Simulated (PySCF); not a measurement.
Gas-phase reaction: C₆H₆ + 6 CH₄ → 3 C₄H₁₀ (isobutane)

Energies from PySCF (xtb for GFN2), thermal terms from the rigid-rotor harmonic-oscillator model, ideal gas at 1 bar. The comparison is the NASA 1993 polynomial table, which mixes measured and estimated data. † marks an energy on the PBE0/def2-TZVP geometry and frequencies; other levels use their own. MP2 freezes the core. All species are closed-shell singlets. MP2 isn't extrapolated to the basis-set limit.

Levels: a) MP2/def2-TZVPP†; b) BLYP/def2-TZVP†; c) GFN2-xTB; d) PBE0/def2-SVP†; e) HF/def2-TZVP†.

**Question.** Order the levels by the distance of their ΔH°(298 K) from the table for this reaction, closest first.

**Answer.** a (+4 kJ), d (-40 kJ), e (+66 kJ), c (-103 kJ), b (+134 kJ)

The table gives -40 kJ. The order holds for this reaction alone, and for the 1993 entries, some of which have been revised since.
